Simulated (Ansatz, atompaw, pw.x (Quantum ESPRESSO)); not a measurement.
Equation-of-state test of one PAW (atompaw) potential (molybdenum)

```json
{
 "Element": "Mo",
 "Generator": "atompaw 4.2.0.5",
 "Type": "PAW",
 "Functional": "LDA (PW92)",
 "Relativity": "scalar-relativistic",
 "Frozen core": "[Ar] 3d10",
 "Valence charge": "14",
 "Reference configuration": "4s2 4p6 4d5 5s1 5p0",
 "Partial waves": "4s (bound): rc 1.70 bohr; 5s (bound): rc 2.30 bohr; 4p (bound): rc 1.90 bohr; 5p (bound, empty): rc 2.65 bohr; 4d (bound): rc 2.65 bohr; 4d channel at 3.15 Ry: rc 2.65 bohr",
 "Local potential": "troulliermartins scheme with l = 3 at 0 Ry, radius 1.90 bohr",
 "Core correction": "smooth core density matched at 2.05 bohr",
 "Augmentation charge": "besselshape compensation charge, radius 2.35 bohr; PAW radius 2.65 bohr; waves and projectors: custom rrkj gramschmidtortho"
}
```

Atomic tests: cutoffs needed: 25 Ry and 40 Ry (the cutoffs (Ry, on a coarse ladder) from which the occupation-weighted sum of valence levels, in a spherical-Bessel basis at the reference potential, stays within 10 and 1 mRy of its value at 400 Ry); ghost test: no extra level below or beside the all-electron valence levels (s, p, d, f tested) (spherical-Bessel basis up to 400 Ry, 20 bohr box); lowest eigenvalue of the overlap operator: 0.05 (s channel).

Crystal test: bcc Mo in pw.x 7.5, no spin, 15³ k-points, Fermi–Dirac smearing 0.01 Ry, cutoffs 50/500 Ry. The reference is all-electron LAPW (Ansatz 0.2.0) with the same functional, mesh and smearing; V0 and B0 come from Birch–Murnaghan fits to the pressures at five volumes. Errors are pseudo minus all-electron; Δ is the rms difference of the E(V) curves that follow from these fits, minima aligned, over ±6 % about the mean V0. Mesh and smearing are coarse, so the numbers serve the comparison and aren't converged zero-temperature values; the lattice is a test structure that the element need not adopt.

All-electron: a0 = 3.113 Å (V0 = 15.08 Å³/atom), B0 = 291.6 GPa.

Q: How far does the potential miss the all-electron equation of state?

A: mean pressure error (GPa): -3.63; a0 (Å): 3.100; a0 error (%): -0.42; B0 error (%): -0.0; Δ (meV/atom): 12.1. The largest radius (2.65 bohr) exceeds half the bond length (2.55 bohr), so the spheres overlap, which is one possible source of error among others.

```
V (Å³/atom)  P all-electron (GPa)  P pseudo (GPa)
     14.314                 16.92           12.50
     14.690                  8.05            4.07
     15.067                  0.24           -3.34
     15.444                 -6.63           -9.87
     15.820                -12.67          -15.60
```

Q: At the middle volume, how do free energy and pressure move when the wave cutoff is lowered (ecutrho held at 500 Ry)?

A:

```tsv
cutoff (Ry)	shift of F (meV/atom)	shift of P (GPa)
22	+140.3	-5.76
30	+66.2	-1.19
40	+5.2	-0.51
```

Input at the middle volume:

```
&control
  calculation='scf', prefix='x', pseudo_dir='./', outdir='./tmp', tstress=.true., disk_io='none'
/
&system
  ibrav=0, nat=1, ntyp=1, ecutwfc=50, ecutrho=500, nbnd=15,
  occupations='smearing', smearing='fd', degauss=0.01
/
&electrons
  conv_thr=1e-09, mixing_beta=0.4, electron_maxstep=70
/
ATOMIC_SPECIES
Mo 1.0 Mo.UPF
CELL_PARAMETERS angstrom
  -1.55592598 1.55592598 1.55592598
  1.55592598 -1.55592598 1.55592598
  1.55592598 1.55592598 -1.55592598
ATOMIC_POSITIONS crystal
Mo 0.0000 0.0000 0.0000
K_POINTS automatic
15 15 15 0 0 0
```

```bash
pw.x < Mo.scf.in > Mo.scf.out
```

Lines of the output:

```
Message from routine setup:
     using ibrav=0 with symmetry is DISCOURAGED, use correct ibrav instead
     lattice parameter (alat)  =       5.0927  a.u.
     unit-cell volume          =     101.6772 (a.u.)^3
     number of electrons       =        14.00
     number of Kohn-Sham states=           15
     kinetic-energy cutoff     =      50.0000  Ry
     charge density cutoff     =     500.0000  Ry
     scf convergence threshold =      1.0E-09
     Exchange-correlation= SLA PW NOGX NOGC
     number of k points=   120  Fermi-Dirac smearing, width (Ry)=  0.0100
     iteration #  1     ecut=    50.00 Ry     beta= 0.40
     total energy              =    -324.37966146 Ry
     estimated scf accuracy    <     164.72558930 Ry
     iteration #  2     ecut=    50.00 Ry     beta= 0.40
     total energy              =    -356.91316285 Ry
     estimated scf accuracy    <      31.38265601 Ry
     iteration #  3     ecut=    50.00 Ry     beta= 0.40
     total energy              =    -355.79210650 Ry
     estimated scf accuracy    <      15.78278856 Ry
     iteration #  4     ecut=    50.00 Ry     beta= 0.40
     total energy              =    -355.58059208 Ry
     estimated scf accuracy    <       5.76450180 Ry
     iteration #  5     ecut=    50.00 Ry     beta= 0.40
     total energy              =    -355.51392633 Ry
     estimated scf accuracy    <       2.21209281 Ry
     iteration #  6     ecut=    50.00 Ry     beta= 0.40
     total energy              =    -355.46107765 Ry
     estimated scf accuracy    <       1.01062891 Ry
     iteration #  7     ecut=    50.00 Ry     beta= 0.40
     total energy              =    -355.50202265 Ry
     estimated scf accuracy    <       0.14392007 Ry
     iteration #  8     ecut=    50.00 Ry     beta= 0.40
     total energy              =    -355.48469964 Ry
     estimated scf accuracy    <       0.22985164 Ry
     [... 10 iterations left out ...]
     iteration # 19     ecut=    50.00 Ry     beta= 0.40
     total energy              =    -355.49751286 Ry
     estimated scf accuracy    <       0.00001304 Ry
     iteration # 20     ecut=    50.00 Ry     beta= 0.40
     total energy              =    -355.49751328 Ry
     estimated scf accuracy    <       0.00000142 Ry
     iteration # 21     ecut=    50.00 Ry     beta= 0.40
     total energy              =    -355.49751332 Ry
     estimated scf accuracy    <       0.00000017 Ry
     iteration # 22     ecut=    50.00 Ry     beta= 0.40
     total energy              =    -355.49751339 Ry
     estimated scf accuracy    <       0.00000035 Ry
     iteration # 23     ecut=    50.00 Ry     beta= 0.40
     total energy              =    -355.49751340 Ry
     estimated scf accuracy    <          3.7E-09 Ry
     iteration # 24     ecut=    50.00 Ry     beta= 0.40
     total energy              =    -355.49751340 Ry
     estimated scf accuracy    <          3.8E-09 Ry
     iteration # 25     ecut=    50.00 Ry     beta= 0.40
     total energy              =    -355.49751340 Ry
     estimated scf accuracy    <       0.00000002 Ry
     iteration # 26     ecut=    50.00 Ry     beta= 0.40
     the Fermi energy is    20.8922 ev
!    total energy              =    -355.49751340 Ry
     estimated scf accuracy    <          6.5E-12 Ry
     smearing contrib. (-TS)   =      -0.00306117 Ry
     convergence has been achieved in  26 iterations
          total   stress  (Ry/bohr**3)                   (kbar)     P=      -33.43
     Message from routine punch:
     Nothing written, as per user request (disk_io='none')
```

The 8 pw.x runs together took about 3.3 min on one core of a shared server CPU.
